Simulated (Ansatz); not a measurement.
Coupled-cluster diagnostics for AlCl2H (AlHCl2), Ansatz.

Geometry of the singlet (PBE0-D4/def2-TZVP):

```xyz
4

Al    0.053   -0.094   -0.092
Cl   -1.892    0.622   -0.300
Cl    1.205    0.606    1.496
H     0.634   -1.133   -1.104
```

Correlated methods freeze 15 core orbitals.

(1) Estimate the CCSD(T) correlation energy, the shares of MP2 and (T), T1 and the reference's ⟨S²⟩ for: charge 0, singlet, own geometry in def2-TZVPP; charge 1, doublet, vertical in def2-TZVPP; and the rough time on 4 threads of Arm Neoverse V1 on a shared host.

Results:

(1) 
| state | basis | correlation (eV) | MP2 share (%) | (T) share (%) | T1 | ⟨S²⟩ (pure) | wall time | remarks |
| --- | --- | --- | --- | --- | --- | --- | --- | --- |
| charge 0, singlet, own geometry | def2-TZVPP | -13.840 | 88.3 | 3.9 | 0.008 | 0.00 (0.00) | 4.7 s | – |
| charge 1, doublet, vertical | def2-TZVPP | -13.508 | 87.0 | 4.9 | 0.050 | 0.79 (0.75) | 21 s | large T1 |
Customary marks for T1 are 0.02 (closed shells), 0.045 (open shells) and about 0.05 (3d metals). T1 exceeds 0.02 in 1 of 2 rows and 0.045 in 1; the higher it lies, the less the single-reference result can be trusted.
